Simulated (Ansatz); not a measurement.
Process, species as SMILES: [CH] (CH) → CH+ (singlet, bonded as [CH]) + e-
B3LYP-D3(BJ)/def2-TZVP geometries, fixed; electronic energies without zero-point terms.

The adiabatic ionisation energy at MP2 with Ansatz (a first-principles code), in eV, split into its Hartree-Fock and correlation parts. Cores are frozen. The T1 diagnostic of CCSD is high for at least one species. A restricted Hartree-Fock determinant is unstable towards unrestricted orbitals. An unrestricted Hartree-Fock determinant is markedly spin-contaminated. Open shells are unrestricted. No added dispersion term, no relativity. Functions are those of the species that has most.

```tsv
basis	X	functions	Hartree-Fock	MP2
cc-pVDZ	2	19	10.207	10.319
cc-pVTZ	3	44	10.271	10.492
cc-pVQZ	4	85	10.283	10.529
cc-pV5Z	5	146	10.286	10.545
```

Worked estimate of the basis-set limit from each neighbouring pair, with Hartree-Fock from the larger set and the correlation part extrapolated as X^-3.
Correlation parts: X = 2: 0.112, X = 3: 0.221, X = 4: 0.246, X = 5: 0.259.
- (2,3): (27·(0.221) - 8·(0.112))/19 = 0.267; with Hartree-Fock 10.271 the estimate is 10.538 eV.
- (3,4): (64·(0.246) - 27·(0.221))/37 = 0.264; with Hartree-Fock 10.283 the estimate is 10.547 eV.
- (4,5): (125·(0.259) - 64·(0.246))/61 = 0.273; with Hartree-Fock 10.286 the estimate is 10.559 eV.
The last two estimates differ by 0.011 eV; the largest set lies 0.014 from the last. Over the last step Hartree-Fock moves by 0.003 and the correlation part by 0.013.
